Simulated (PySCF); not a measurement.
Molecule: `C#C[C@@H](C)CF`, C5H7F.

Cartesian coordinates in Å; atom numbers follow the order of the lines, from 1:
```xyz
13

C     2.4365   -0.5367    0.4818
C     1.3146   -0.3603    0.0612
C    -0.0464   -0.1327   -0.4178
C    -1.0773   -0.9606    0.3497
C    -0.3665    1.3586   -0.3560
F    -1.6126    1.5853   -0.8822
H     3.4335   -0.6992    0.8480
H    -0.0839   -0.4220   -1.4840
H    -0.8822   -2.0358    0.2351
H    -1.0463   -0.7193    1.4231
H    -2.0847   -0.7404   -0.0297
H    -0.3527    1.7081    0.6909
H     0.3748    1.9374   -0.9309
```

Spin–spin couplings on one PBE0-D3(BJ)/def2-SVP geometry, PySCF 2.14, gas phase, non-relativistic, equivalent pairs averaged (spin–dipole term only in couplings to heteroatoms); isotopes ¹³C, ¹⁹F, ¹H; basis pcJ-1.

How do the couplings (Hz) change with the functional? Times are CPU seconds on 1 thread of an Arm Neoverse V1, shared host.

Answers


```
functional  functions  ¹J(C5,F6)  ¹J(C1,H7)  ¹J(C1,C2)  ¹J(C5,H13)  ¹J(C5,H12)  ¹J(C4,H9)  ¹J(C3,H8)  core-s
       LDA        232     -255.1      217.3      172.7       121.8       120.1      104.0      102.6      22
       PBE        232     -267.8      251.7      183.8       145.8       143.5      124.7      124.2      31
       KT2        232     -265.7      277.3      167.3       155.2       152.2      131.2      131.0      32
      PBE0        232     -237.8      258.4      190.0       151.3       148.9      128.7      129.1      39
     B97-2        232     -230.6      248.2      190.0       144.6       142.4      123.0      121.8      39
 BHandHLYP        232     -204.9      290.2      210.7       172.0       169.2      146.6      147.3      43
 CAM-B3LYP        232     -227.1      268.3      194.2       157.0       154.5      133.8      133.8      55
``` Left out for a near triplet instability: HF/pcJ-1.
